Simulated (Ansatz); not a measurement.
## Ansatz (development build ahead of 0.2.0) run

```yaml
crystal:
  periodic: [false, false, false]
  atoms:
    - { symbol: Li, position_ang: [0.0, 0.0, -1.05704] }
    - { symbol: F, position_ang: [0.0, 0.0, 0.35235] }
basis:
  gaussian: { orbitals: cc-pVTZ }
hamiltonian:
  xc: hf
correlation:
  method: mp2
  frozen_orbitals: { F: 1, Li: 0 }
```

The input is written out in the form of the current development build from the run's settings.

Results

```yaml
Converged: yes
Reference_energy: -106.97020 hartree
Correlation_energy: -0.28944 hartree
Total_energy: -107.25965 hartree
Spin_squared_of_the_determinant: 0.000
```
